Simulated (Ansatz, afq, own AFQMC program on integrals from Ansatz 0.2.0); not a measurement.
Integrals from Ansatz 0.2.0, then the random walk in our own AFQMC program (afq).

```yaml
crystal:
  periodic: [false, false, false]
  atoms:
    - {symbol: O, position_ang: [0.000000, 0.000000, 0.000000]}
    - {symbol: S, position_ang: [0.000000, 0.000000, 1.642500]}
basis:
  gaussian: {orbitals: 6-31G}
total_charge: 1
magnetization: {spin_polarized: true, initial_magnetization: 3}
correlation: {method: ccsd_t, electrons: outside_noble_gas, hamiltonian_folder: ham}
```

```sh
$ ansatz run in.yaml --threads 1 --pin off --events-out ev --progress --plain --max-ram 1843MiB
```

afq runs on the folder ham with

```
--method phaseless --trial cisd --walkers 80 --populations 1 --least-time 40 --time-step 0.04 --steps-per-block 50 --equilibration-blocks 3 --max-blocks 30 --target-error 0.0008 --factor-cut 0.0001 --start spin_pure --seed 9901 --taylor-order 4
```

Times are imaginary, in 1/Eh. The walk had a cap of 206 s.

afq prints:

```
orbitals 16  electrons 7 4  factors 75 of 220
reference energy -471.84543639 Eh
CCSD correlation -0.13486351 Eh in 12 cycles, weight of the determinant in the CISD state 0.9106
energy of the start -471.980099 Eh
 block  time / (1/Eh)  mean weight  energy / Eh
     1     2.000  0.9931  -471.986552
     2     4.000  1.0055  -471.984416
     3     6.000  0.9894  -471.985077
     4     8.000  0.9952  -471.983667
     5    10.000  0.9953  -471.990853
     8    16.000  1.0067  -471.990689
    11    22.000  0.9999  -471.983213
    14    28.000  0.9884  -471.985480
    17    34.000  1.0157  -471.980635
    20    40.000  1.0013  -471.979942
    23    46.000  0.9950  -471.992066
    25    50.000  1.0039  -471.978835
    26    52.000  1.0010  -471.982336
    29    58.000  0.9954  -471.980652
    32    64.000  0.9978  -471.994821
    33    66.000  1.0095  -471.984386
blocks merged  error / Eh  count
     1  0.000820  30
     2  0.000735  15
energy -471.985063 +/- 0.000820 Eh
(rows thinned)
```

The run failed at least one of its tests; the cautions name the faults.

Against this walk (error 22.3 meV) on the same determinant: CCSD(T) 51.2 meV higher, CCSDT(Q) 13.1 meV higher (within the noise), CCSDTQ 12.9 meV higher (within the noise), full CI 12.1 meV higher (within the noise), a separate phaseless walk with a CISD trial and standard settings 28.7 ± 23.3 meV higher (within the noise). The error is statistical and leaves out the bias of the constraint.

Cautions: constraint bias not in the error; error not settled; another spin lies lower; the time-step error isn't removed.

The walk took 6.2 s on 1 thread of Arm Neoverse V1 (shared host). The log's last line is the phaseless energy.

CCSDT and higher add their correlation energy to the determinant of the CCSD(T) run, since their own runs factorise the integrals more tightly (a shift of under 2 meV). A walk keeps the symmetry of its determinant, which the program's search chose and which needn't be the lowest solution, so a lower state of the same spin and another symmetry isn't excluded.
